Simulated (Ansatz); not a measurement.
Abridged output of a molecular run in Ansatz:

```
Functional definition: HF
1165 factors; integrals over basis functions are off by at most 1.0e-3 eV
mean field evaluation 1: about -5875.5961 eV, gradient 3.1e1 eV
mean field evaluation 2: about -5875.6014 eV, gradient 3.1e1 eV
mean field evaluation 4: about -5877.9660 eV, gradient 3.6e0 eV
mean field evaluation 8: about -5877.9987 eV, gradient 1.0e-4 eV
mean field -5877.99866876 eV, -216.0124668262 hartree, gradient 2.7e-6 eV, S^2 0.000000; 0 other end points of the search recorded, 0 dependent functions left out
4 core orbitals not correlated: weight in the atoms' cores, before any rotation towards them, 1.000 or more for the frozen orbitals, at most 0.000 for the correlated occupied ones
reference -5877.99866876 eV, -216.0124668262 hartree; 12, 12 occupied and 178, 178 virtual orbitals, 1165 factors
second order -20.22187481 eV of doubles, -0.00000000 eV of singles
cycle   1  -20.48700756 eV  change   -2.7e-1 eV  update   9.0e-2
cycle   2  -20.95117760 eV  change   -4.6e-1 eV  update   2.8e-2
cycle   3  -21.06038756 eV  change   -1.1e-1 eV  update   1.4e-2
cycle   4  -21.05421484 eV  change    6.2e-3 eV  update   3.5e-3
cycle   5  -21.05360566 eV  change    6.1e-4 eV  update   1.4e-3
cycle   6  -21.05452555 eV  change   -9.2e-4 eV  update   3.9e-4
cycle   7  -21.05450432 eV  change    2.1e-5 eV  update   1.3e-4
cycle   8  -21.05444694 eV  change    5.7e-5 eV  update   3.6e-5
cycle   9  -21.05445297 eV  change   -6.0e-6 eV  update   1.6e-5
perturbative correction -0.79826090 eV, -0.0293355470 hartree
Total energy: -5899.85138263 eV, -216.8155392487 hartree
```

Its atoms:

Z-matrix (Å, degrees):
```
C
C 1 1.486
F 1 1.387 2 110.3
H 1 1.096 2 111.1 3 118.4
H 1 1.094 2 111.2 3 -120.1
C 2 1.324 1 123.6 3 126.1
H 2 1.087 1 115.9 3 -55.0
H 6 1.084 2 121.7 1 177.9
H 6 1.086 2 121.3 1 -1.7
```

Which basis set was used?
A. def2-SVP
B. cc-pV(Q+d)Z
C. def2-TZVPP
D. def2-TZVPPD

C. It gives 194 functions.

Write the keys of the input that set method, charge and spin (a neutral closed shell needs none for the last two).


```yaml
correlation: {method: ccsd_t}
```
